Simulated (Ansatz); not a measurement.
**N₂H₄ (triplet): from Hartree-Fock to the top rungs at distance N1–H4 along a hydrogen transfer = 1.320 Å, cc-pVDZ**

How much of the correlation energy of N₂H₄ (triplet) does each wave-function method recover here?

The runs use Ansatz 0.2.0, Gaussian basis; cc-pVDZ, core rule «outside noble gas», up to 2 orbitals frozen.

The runs, in order: UHF; CCSD(T) on ROHF; CCSD(T) on UHF; BCCD(T) on ROHF; CISD; CCSDT(Q) on ROHF; CCSDT(Q) on UHF; CASSCF and MRCISD+Q, 4 electrons in 4 orbitals; CASSCF and NEVPT2, 4 electrons in 4 orbitals; CASSCF and NEVPT2, 10 electrons in 10 orbitals.

2 further runs of the same task are left out: 1 that didn't finish, 1 set aside as unsound or not needed.

### Step 1. The geometry

The geometry derives from fragments relaxed apart (PBE0/def2-TZVP) and kept rigid, so it is no stationary point. A hydrogen atom is moved between rigid fragments.

6 atoms, charge 0, spin multiplicity 3.

Atoms are counted from 1 here; the program's logs count them from 0.

Bond lengths: N1–H2 1.012 Å, N1–H3 1.012 Å, N1–H4 1.320 Å, H4–N5 1.040 Å, N5–H6 1.040 Å. Angles: H2–N1–H3 107.1°, H2–N1–H4 107.1°, H3–N1–H4 107.1°, N1–H4–N5 180.0°, H4–N5–H6 105.0°.

Coordinates:

```xyz
6
charge 0, multiplicity 3
N    -1.13705    0.01380   -0.02769
H    -1.43433    0.98163   -0.02769
H    -1.43433   -0.38850    0.85257
H     0.18295    0.01380   -0.02769
N     1.22295    0.01380   -0.02769
H     1.49203   -0.99043   -0.02769
```

### Step 2. UHF

File in.yaml:

```yaml
crystal:
  periodic: [false, false, false]
  atoms:
    - {symbol: N, position_ang: [-1.137051, 0.013798, -0.027687]}
    - {symbol: H, position_ang: [-1.434330, 0.981632, -0.027687]}
    - {symbol: H, position_ang: [-1.434330, -0.388500, 0.852572]}
    - {symbol: H, position_ang: [0.182949, 0.013798, -0.027687]}
    - {symbol: N, position_ang: [1.222949, 0.013798, -0.027687]}
    - {symbol: H, position_ang: [1.492031, -0.990428, -0.027687]}
basis:
  gaussian: {orbitals: cc-pVDZ}
magnetization: {spin_polarized: true, initial_magnetization: 2}
hamiltonian: {xc: hf}
output: {orbitals: {seedname: orbitals}}
```

On the command line:

```bash
$ ansatz run in.yaml --threads 1 --pin off --events-out ev --progress --plain --max-ram 2393MiB
```

The runs that follow: CCSD(T) on ROHF; CCSD(T) on UHF; BCCD(T) on ROHF; CISD; CCSDT(Q) on ROHF; CCSDT(Q) on UHF; CASSCF and MRCISD+Q, 4 electrons in 4 orbitals; CASSCF and NEVPT2, 4 electrons in 4 orbitals; CASSCF and NEVPT2, 10 electrons in 10 orbitals.

Before running them: what should the planned runs give, taken together? Wanted: UCCSDT(Q) below the RHF energy; RMP2 from UCCSDT(Q); UMP2 from UCCSDT(Q); RCCSD from UCCSDT(Q); RCCSD(T) from UCCSDT(Q); UCCSD(T) from UCCSDT(Q); RCCSDT(Q) from UCCSDT(Q); NEVPT2 pair from UCCSDT(Q); MRCISD+Q pair from UCCSDT(Q).

The runs gave:

```
                         quantity                                                   value
   UCCSDT(Q) below the RHF energy                                              -9.8281 eV
              RMP2 from UCCSDT(Q)                                         +29.14 kcal/mol
              UMP2 from UCCSDT(Q)                                         +29.06 kcal/mol
             RCCSD from UCCSDT(Q)                                          +5.69 kcal/mol
          RCCSD(T) from UCCSDT(Q)                                          +0.96 kcal/mol
          UCCSD(T) from UCCSDT(Q)                                          +0.93 kcal/mol
         RCCSDT(Q) from UCCSDT(Q)                                          +0.04 kcal/mol
       NEVPT2 pair from UCCSDT(Q)                                         +28.53 kcal/mol
     MRCISD+Q pair from UCCSDT(Q)                                          +3.41 kcal/mol
    NEVPT2 valence from UCCSDT(Q)                                         +29.42 kcal/mol
levels within 1 kcal/mol (43 meV)  RCCSD(T), UCCSD(T), BCCD(T), RCCSDT, UCCSDT, RCCSDT(Q)
                    T1 diagnostic                                                   0.036
   effectively unpaired electrons                                                    2.02
```

What this shows: RCCSD(T) lands +0.96 kcal/mol from the yardstick (0.4 % of the correlation energy). One determinant dominates. Of the multireference levels listed MRCISD+Q pair comes nearest in total energy (+3.41 kcal/mol), which doesn't show that its space is the better one. These misses are within one basis, not against nature; the frozen cores of restricted and unrestricted runs differ, which can shift their rows.
